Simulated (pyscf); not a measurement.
Thermochemistry of product channels of `[OH][Si][OH]` [singlet] + `[F]` [doublet] on the doublet surface, in kcal/mol, from ωB97M-D3(BJ)/def2-TZVP energies (ideal gas, 1 atm, RRHO with modes under 100 cm⁻¹ raised to 100, one conformer, R ln 2 for chiral ones without a mode under 150 cm⁻¹). Single points on ωB97X-D3(BJ)/def2-SVP structures (PySCF, gas phase).

```tsv
products	ΔE	ΔH(298 K)	ΔG(600 K)	ΔG(1200 K)
`[O]=[Si][OH]` [doublet] + `[FH]`	-34.1	-35.0	-38.4	-41.1
`[O][Si](=[O])[F]` [doublet] + `[H][H]`	-25.7	-30.8	-31.0	-31.5
`[OH][Si]([OH])[F]` [doublet]	-101.6	-100.7	-85.2	-69.9
`[O]=[Si]([OH])[F]` + `[H]` [doublet]	-43.7	-47.8	-45.3	-43.6
```

These are energies of the channels, which say nothing of barriers. Left out: orbital degeneracy and the spin-orbit lowering of F.
